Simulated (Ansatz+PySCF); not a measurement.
Two shapes of triplet HO2F in separate pieces.

Shape 1:

```xyz
4

O     0.0000    0.0000   -0.5941
O     0.0000    0.0000    0.5941
H    30.0000    0.0000   -2.9815
F    30.0000    0.0000    0.3313
```

Shape 2:

```xyz
4

O     0.0000    0.0000   -1.3071
O     0.0000    0.0000    1.3071
H    30.0000    0.0000   -1.2423
F    30.0000    0.0000    0.1380
```

Basis set: 6-31G (spherical functions). Frozen core: 3 orbitals. Charge 0, multiplicity 3.

Computed with Ansatz (development build ahead of 0.2.0); each method stands on the lowest determinant of its kind that the runs found.

(1) Which shape is lower in energy, and by how much in each method?

## Answers

(1)

```tsv
method	E(2) − E(1) (eV)
UHF	-0.146
UHF-MP2	2.251
UHF-CCSD	0.301
```

The methods disagree on the order. Caution: the unrestricted determinant is a mixture of spin states. Caution for UHF-MP2, UHF-CCSD: large amplitudes, a single reference is doubtful. Caution for UHF-MP2: forces differ strongly between restricted and unrestricted references; another reference gives a lower total.
